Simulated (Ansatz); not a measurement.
# ClHMgS, SMILES [SH][Mg][Cl]: the energy of protonation at one site

Program: the Ansatz DFT code, driven from Python.

Script `pa_clhmgs.py`:
```python
"""Adding a proton to ClHMgS."""

import logging
import sys

import ansatz as az
import numpy as np

logging.basicConfig(stream=sys.stdout, format="%(levelname)s %(message)s")
logger = logging.getLogger("ansatz_job")
logger.setLevel(logging.INFO)

system = (
    az.Crystal.molecule()
    .atom("S", (-0.3293, 1.6589, -0.5395))
    .atom("Mg", (-0.2761, -0.6842, -0.0658))
    .atom("Cl", (-0.2021, -3.0048, 0.3955))
    .atom("H", (0.8631, 1.9698, 0.1894))
)

job = (
    system.calculation()
    .basis(gaussian="6-31G*")
    .correlation("MP2")
)
symbols = [site.symbol for site in system.cartesian_sites]
start = np.array([site.position_ang for site in system.cartesian_sites], dtype=float)
summary = job.relax(force_tolerance=0.01, max_steps=100).run(threads=1, backend="cpu").report
end = np.array(summary["positions_ang"])

# put the proton on the side away from the neighbours, slightly off axis
away = sum((end[0] - end[j]) / np.linalg.norm(end[0] - end[j]) for j in [1, 3]) + np.array([0.15, 0.1, -0.2])
proton = end[0] + 1.4 * away / np.linalg.norm(away)
acid = az.Crystal.molecule()
for symbol, place in zip(symbols, end):
    acid = acid.atom(symbol, place.tolist())
acid = acid.atom("H", proton.tolist())
protonated = (
    acid.calculation()
    .basis(gaussian="6-31G*")
    .correlation("MP2")
    .charge(1)  # electrons removed from the neutral system
    .relax(force_tolerance=0.01, max_steps=80)  # relax until the tolerances are met
)
after = protonated.run(threads=1, backend="cpu").report
xyz = np.array(after["positions_ang"])
reach = np.linalg.norm(xyz[:-1] - xyz[-1], axis=1)
logger.info(f"base {summary['free_energy_ev']:.5f} eV, protonated {after['free_energy_ev']:.5f} eV")
logger.info(f"the proton ends {reach.min():.3f} A from {symbols[reach.argmin()]}{reach.argmin()}")
logger.info(f"electronic proton affinity {96.485332 * (summary['free_energy_ev'] - after['free_energy_ev']):.1f} kJ/mol")
```

`python pa_clhmgs.py` gives:
```text
INFO base -28778.29713 eV, protonated -28786.30837 eV
INFO the proton ends 1.345 A from S0
INFO electronic proton affinity 773.0 kJ/mol
```

What to keep in mind:
- Total energies depend on the basis set; only differences at equal settings carry meaning.
- The proton is put on one chosen atom, which needn't be the most basic site, so the molecule's proton affinity can be higher; the ends are stationary points, not checked by frequencies, and zero-point and thermal terms count only where printed.
- Run time: 25 s on 1 thread of Arm Neoverse V1, with other jobs on the host, peak memory 0.19 GiB.

(A comment or docstring line of the script was reworded after the run, the code is as it ran.)
